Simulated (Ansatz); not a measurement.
Calculated with Ansatz (gas phase, PBE0-D4/def2-TZVP geometries, no zero-point term in ΔE). CBS: MP2 limit from def2 TZ/QZ plus the TZ coupled-cluster correction, frozen cores. DFT in def2-TZVPP. HSE06 is defined as in plane-wave codes. One conformer a species, not always the lowest.

Reaction (substitution at a C–S bond): `CSSC` + `CCCO` → `CCCOC` + `CSS`

| level | ΔE (kcal/mol) | difference from CCSD(T)/CBS |
| --- | --- | --- |
| BLYP-D4 | 9.1 | -1.0 |
| r2SCANh-D4 | 9.7 | -0.4 |
| r2SCAN0-D4 | 9.7 | -0.4 |
| HSE06-D4 | 10.0 | -0.1 |
| ωB97M-V | 9.2 | -0.9 |
| B2PLYP | 9.0 | -1.1 |
| PBE | 9.8 | -0.3 |
| revPBE | 9.9 | -0.2 |
| r2SCAN | 9.6 | -0.5 |
| LC-ωPBE | 9.3 | -0.8 |
| RPA@PBE/def2-TZVPP | 7.6 | -2.5 |
| CCSD/def2-SVP | 5.2 | -4.9 |
| CCSD/def2-TZVPP | 8.5 | -1.6 |
| CCSD(T)/def2-TZVPP | 9.0 | -1.1 |
| MP2/CBS(def2) | 11.8 | 1.7 |
| CCSD/CBS(def2) | 9.6 | -0.5 |
| CCSD(T)/CBS | 10.1 | 0 |

Largest T1 diagnostic among the species: 0.011.

In def2-TZVPP, CCSD(T) changes the Hartree–Fock value by +2.4 kcal/mol (the triples alone add +0.5 kcal/mol) and MP2 by +4.0 kcal/mol. At CCSD(T), def2-SVP lies −4.7 kcal/mol from the extrapolated value and def2-TZVPP −1.1 kcal/mol.
